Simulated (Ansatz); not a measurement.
**AlMgH₂ (quartet): wave-function methods side by side, def2-QZVPP**

An exercise on one series of results from a longer session: the logs are not shown, and one member is left open.

Program: Ansatz 0.2.0, Gaussian basis. Level of theory: def2-QZVPP, core rule «outside noble gas», up to 10 orbitals frozen. These are calculated values, not measurements.

Plan: UHF; ROHF; CCSD(T) on UHF.

### The system

The geometry is a PBE0/def2-TZVP stationary point (not a proven minimum).

4 atoms, charge 0, spin multiplicity 4.

Atoms are counted from 1 here; the program's logs count them from 0.

Bond lengths: Al1–H3 1.585 Å, Al1–H4 1.685 Å, Mg2–H4 1.892 Å. Angles: H3–Al1–H4 120.6°, Al1–H4–Mg2 97.5°.

The first run:

The input, in.yaml:

```yaml
crystal:
  periodic: [false, false, false]
  atoms:
    - {symbol: Al, position_ang: [0.000000, 0.056189, 1.220938]}
    - {symbol: Mg, position_ang: [0.000000, -0.001415, -1.471349]}
    - {symbol: H, position_ang: [0.000000, -0.327222, 2.759073]}
    - {symbol: H, position_ang: [0.000000, -1.142799, 0.037065]}
basis:
  gaussian: {orbitals: "def2-QZVPP.json"}
magnetization: {spin_polarized: true, initial_magnetization: 3}
hamiltonian: {xc: hf}
output: {orbitals: {seedname: orbitals}}
```

Started as:

```
ansatz run in.yaml --threads 1 --pin off --events-out ev --progress --plain --max-ram 2393MiB
```

Among the steps run: UHF; ROHF; CCSD(T) on UHF.

One of the session's tables, all rows but one given; the rest of the session is left out.

```
  method  from UCCSD(T) (kJ/mol)
    ROHF                  +312.8
     UHF                  +309.7
    UMP2                   +68.0
   UCCSD                       ?
UCCSD(T)                       0
```

Estimate the missing values for UCCSD.

As computed: from UCCSD(T) (kJ/mol): +10.1. In the column «from UCCSD(T) (kJ/mol)» it lies between UCCSD(T) (0) and UMP2 (+68.0).
